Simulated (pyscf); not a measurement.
## Four-centre exchange: `[O]=[B][OH]` + `[CH4]` → `[O]=[B][OH]` + `[CH4]`

Gas phase, singlet surface, charge 0. Bonds broken: O1–H4, C5–H6. Bonds formed: O1–H6, H4–C5. PySCF, gas phase, ωB97X-D3(BJ)/def2-SVP geometries. Correlated levels are frozen-core, on RHF or UHF. ΔMP2 is the change of the MP2 total energy from the triple- to the quadruple-zeta basis.

Transition state (Å):

```xyz
9

O     -1.6173    -0.0559     0.5715
B     -1.8085    -1.1997     1.1732
O     -1.9654    -2.2811     1.7228
H     -1.0132     0.2334    -0.7459
C      0.0330     0.8019    -1.2118
H     -0.3897     0.4843    -0.0478
H      0.7584     0.0627    -1.5678
H     -0.5955     1.1899    -2.0293
H      0.5202     1.6812    -0.7615
```

One imaginary mode, 2037i cm⁻¹; descent along it reached the two sides named.

```csv
bond,change,reactant side (Å),saddle,product side
O1–H4,breaks,0.972,1.478,3.0
C5–H6,breaks,1.101,1.278,2.303
O1–H6,forms,2.9,1.477,0.969
H4–C5,forms,2.281,1.279,1.101
```

Electronic energies relative to the separated reactants (kJ/mol):

```csv
level,barrier,reaction energy,reverse barrier
ωB97X-D3(BJ)/def2-TZVP,273.8,0.0,273.8
PBE/def2-TZVP,235.1,0.0,235.1
r²SCAN/def2-TZVP,251.7,0.0,251.7
B3LYP-D3(BJ)/def2-TZVP,263.9,0.0,263.9
PBE0-D3(BJ)/def2-TZVP,254.6,0.0,254.6
M06-2X/def2-TZVP,278.1,0.0,278.1
ωB97M-D3(BJ)/def2-TZVP,271.4,0.0,271.4
HF/def2-TZVP,354.7,0.0,354.7
MP2/def2-QZVPP,272.6,0.0,272.6
CCSD/def2-TZVPP,299.1,0.0,299.1
CCSD(T)/def2-TZVPP,286.1,0.0,286.1
CCSD(T)/def2-TZVPP + ΔMP2(QZVPP),282.5,0.0,282.5
```

With CCSD(T)/def2-TZVPP + ΔMP2(QZVPP) energies and thermal terms (ideal gas, 1 atm, RRHO with modes under 100 cm⁻¹ raised to 100, one conformer, R ln 2 for chiral ones without a mode under 150 cm⁻¹), in kJ/mol:

| T (K) | ΔH‡ | ΔG‡ | ΔH | ΔG |
|---|---|---|---|---|
| 298 | 270.2 | 305.8 | 0.0 | 0.0 |
| 600 | 272.0 | 341.3 | 0.0 | 0.0 |
| 900 | 275.5 | 375.2 | 0.0 | 0.0 |
| 1200 | 279.5 | 407.8 | 0.0 | 0.0 |

The same reactants have a lower exit, to H₃C–B(OH)–OH (barrier +187.4 kJ/mol at ωB97M-D3(BJ), against +271.4 kJ/mol here). One saddle was located; it need not be the lowest between these sides. The CCSD(T) − MP2 part came from Ansatz, without density fitting, on the same reference.
